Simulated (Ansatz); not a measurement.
Mulliken charges of C₂H₅ClO₂ (`CC(O)(O)Cl`) from PBE/def2-TZVPP in Ansatz (PBE0-D4/def2-TZVP geometry).

```tsv
atom	x (Å)	y (Å)	z (Å)	charge (e)
C1	-0.939	0.541	-0.272	-0.252
C2	0.409	0.005	0.139	0.261
O3	0.243	-0.773	1.260	-0.249
O4	1.066	-0.683	-0.875	-0.262
Cl5	1.519	1.393	0.505	-0.165
H6	-1.377	1.120	0.539	0.102
H7	-0.832	1.168	-1.155	0.110
H8	-1.600	-0.300	-0.497	0.075
H9	1.109	-1.118	1.508	0.193
H10	0.485	-1.403	-1.148	0.190
```

Task: By hand: the dipole of these point charges (1 e Å = 4.8032 D).

Result: Σ q r = (-0.293, -0.256, -0.099) e Å, of length 0.401 e Å = 1.93 D.

Task: How does the dipole of the full density compare? (Estimate.)

Result: Computed: (-0.289, -0.362, -0.103) e Å, 2.28 D; the point charges give 0.85 times that, at 10° from its direction.

Point charges leave out the atoms' own dipoles, such as those of lone pairs, and Mulliken's split depends on the basis, so the two needn't agree.
